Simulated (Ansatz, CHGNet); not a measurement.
For hcp Sc, the machine-learned potential CHGNet 0.3.0 (trained on PBE and PBE+U data) gives:

| Item | Result |
|---|---|
| lattice parameter a | 3.276 Å |
| c axis length | 5.302 Å |

Problem. What does B3LYP (VWN-RPA form) (plane waves, PAW; Ansatz, an electronic-structure program) give for the same quantities?

Solution. 
- lattice constant a: 3.347 Å (goes up by 2.2 %)
- lattice parameter c: 5.158 Å (decreases by 2.7 %)

For comparison: lattice constant a 3.309 Å (measured, 293 K, no zero-point or thermal correction; as tabulated in Wikipedia's data pages); lattice parameter c 5.268 Å (measured, 293 K, no zero-point or thermal correction; as tabulated in Wikipedia's data pages).

Changes are worked out from the printed values.

Unless a cell is named, each level is at its own relaxed cell (CHGNet 0.3.0 24.64, B3LYP (VWN-RPA form) 25.02 Å³/atom).

The crystal itself was run without spin with B3LYP (VWN-RPA form); a magnetic state was not tried in these runs.

Ansatz's density-functional and Hartree–Fock values are scalar-relativistic unless marked +SOC, with PAW data made under PBE.
